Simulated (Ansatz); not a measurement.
System: SrMoO4 (I4₁/a, No. 88). Method: r²SCAN+rVV10 (Ansatz, a quantum-chemistry and plane-wave program, PAW).

Run with plane-wave cutoff 500 eV, 10×10×10 k mesh, Fermi–Dirac smearing 0.05 eV, no spin polarisation, scalar-relativistic PAW data made under PBE.

Computed at the level's own relaxed cell.

Q: Predict the equilibrium volume per atom, lattice constant a, lattice parameter c and band gap.

A: 
- equilibrium volume per atom = 14.37 Å³/atom
- lattice constant a = 5.384 Å
- lattice parameter c = 11.894 Å
- band gap = 4.14 eV (on the SCF k mesh)

Spin–orbit coupling is not included.
